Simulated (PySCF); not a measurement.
Relaxation of singlet SiF₂

All numbers come from PBE0 in PySCF with Si def2-TZVP, F def2-TZVP; no relativity; density-fitted integrals. A (50,194) grid was used.

A hand-made bent start, of C2v symmetry, held to at least that symmetry:

Coordinates in bohr (charge 0 multiplicity 1):
```
Si    0.0000    0.0000   -1.1236
F     2.7864    0.0000    0.8273
F    -2.7864    0.0000    0.8273
```

At each step, columns x, y, z (Å) and Fx, Fy, Fz (eV/Å):

```
step 0  E − E(last) = 95.67 kJ/mol
Si   0.000   0.000  -0.595   0.000   0.000   3.593
F    1.474   0.000   0.438  -3.318   0.000  -1.796
F   -1.474   0.000   0.438   3.318   0.000  -1.796
step 1  E − E(last) = 7.48 kJ/mol
Si   0.000   0.000  -0.542   0.000   0.000   0.136
F    1.316   0.000   0.411  -0.925   0.000  -0.068
F   -1.316   0.000   0.411   0.925   0.000  -0.068
step 2  E − E(last) = 6.91 kJ/mol
Si   0.000   0.000  -0.639   0.000   0.000   0.396
F    1.156   0.000   0.460   0.823   0.000  -0.198
F   -1.156   0.000   0.460  -0.823   0.000  -0.198
step 3  E − E(last) = 0.19 kJ/mol
Si   0.000   0.000  -0.580   0.000   0.000  -0.320
F    1.236   0.000   0.430   0.082   0.000   0.160
F   -1.236   0.000   0.430  -0.082   0.000   0.160
step 4  E − E(last) = 0.14 kJ/mol
Si   0.000   0.000  -0.593   0.000   0.000   0.269
F    1.235   0.000   0.437  -0.169   0.000  -0.135
F   -1.235   0.000   0.437   0.169   0.000  -0.135
step 5  E − E(last) = 0.00 kJ/mol
Si   0.000   0.000  -0.590   0.000   0.000   0.003
F    1.231   0.000   0.435  -0.004   0.000  -0.001
F   -1.231   0.000   0.435   0.004   0.000  -0.001
step 6  E − E(last) = 0.00 kJ/mol
Si   0.000   0.000  -0.590   0.000   0.000  -0.001
F    1.230   0.000   0.436   0.000   0.000   0.000
F   -1.230   0.000   0.436   0.000   0.000   0.000
```

It ends at C2v with Si–F 1.601 Å (×2); F–Si–F 100.6° (after a last refinement on a finer grid). A frequency run shows a minimum. Other isomers or separated fragments may lie lower.

The relaxation took roughly 13 core-seconds on a shared host.
